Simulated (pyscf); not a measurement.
This saddle point was located with ωB97X-D3(BJ)/def2-SVP in PySCF.

```xyz
8

Cl    -2.3161     0.3156     1.0881
Ge    -0.1191     0.1280    -0.3187
Cl     0.2159     2.1725     0.1289
Cl    -1.2790    -0.3897    -2.0057
Cl     1.8722    -0.4916    -0.8932
O     -0.1727    -1.1031     1.0961
H     -1.1772    -0.6760     1.5321
H      0.6544    -1.3024     1.5636
```

Surface: singlet, charge 0. Lowest wavenumbers (cm⁻¹): 777i, 82, 100, 156, 180.

Which two sides does it connect, and which bonds change?

`[Cl][Ge]([Cl])([Cl])[Cl]` + `[OH2]` ⇌ `[ClH]` + `[OH][Ge]([Cl])([Cl])[Cl]`, a four-centre exchange read from left to right: Cl–Ge, H–O broken and Cl–H, Ge–O formed. At ωB97M-D3(BJ)/def2-TZVP it lies +95.2 kJ/mol from the left side and +69.8 kJ/mol from the right (each side as separated species at their lowest minima found). On the product side the descent ends in a complex, 17.3 kJ/mol under the separated species and 79.7 kJ/mol under the saddle at ωB97X-D3(BJ)/def2-TZVP. This is the saddle that the search found; another between the same sides may lie lower. Elements up to Kr have no core potential and no relativistic terms here.
